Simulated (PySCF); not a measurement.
## How well do the runs reproduce experiment for methanethial?

**The experiment to reproduce.**

From NIST CCCBDB Release 22 (SRD 101), experimental dipoles, for the gas: dipole moment 1.647 ± 0.0014 D.

The results are set against them at the end.

Species: methanethial, CH2S.
Numbering: `[CH2:1]=[S:2]` (hydrogens: H3, H4 on C1)

Geometry (GFN2-xTB, Å), atoms numbered from 1 in this order:
```xyz
4
CH2S angstrom
C     -0.1149    0.0053    0.0029
S      1.4839   -0.0522    0.1348
H     -0.6121    0.8191   -0.5087
H     -0.7466   -0.7675    0.4212
```

The PySCF runs (gas phase, on this GFN2-xTB geometry; no spin–orbit coupling):

```tsv
level	job	basis functions
PBE0/pcSseg-1	shieldings, charges and field gradients	51
wB97X/6-31G*	shieldings, charges and field gradients	36
PBE0/6-31++G**	shieldings, charges and field gradients	52
CAM-B3LYP/def2-SVPD	8 singlets by full TDDFT, 3 Tamm–Dancoff triplets, polarisability	63
PBE0/def2-SVPD	6 singlets by full TDDFT, 2 Tamm–Dancoff triplets, polarisability	63
mPW1PW91/6-31G, energy threshold 1e-08 Eh	3 singlets by TDA, 5 Tamm–Dancoff triplets, polarisability	26
B97-2/aug-pcSseg-1, level shift 0.3 Eh	spin–spin couplings from 4 perturbed nuclei	77
```

All basis functions are spherical.

**Comparison with experiment**

**Dipole moment.** Measured: 1.647 D (NIST CCCBDB Release 22 (SRD 101), experimental dipoles).

| level | computed (D) | computed − measured (D) | % (from the printed values) |
| --- | --- | --- | --- |
| PBE0/pcSseg-1 | 1.809 | +0.162 | +10 |
| wB97X/6-31G* | 1.978 | +0.331 | +20 |
| PBE0/6-31++G** | 1.871 | +0.224 | +14 |
| CAM-B3LYP/def2-SVPD | 1.822 | +0.175 | +11 |
| PBE0/def2-SVPD | 1.826 | +0.179 | +11 |
| mPW1PW91/6-31G | 2.085 | +0.438 | +27 |
| B97-2/aug-pcSseg-1 | 1.824 | +0.177 | +11 |

Closest is PBE0/pcSseg-1 (+0.162 D), furthest mPW1PW91/6-31G (+0.438 D); one molecule doesn't rank methods. All 7 levels lie above the measurement. The computed dipoles belong to one fixed geometry; measured ones are averaged over vibrations unless marked μe. Magnitudes are compared, not signs.

No measured geometry was used, and the causes of the misses weren't examined.
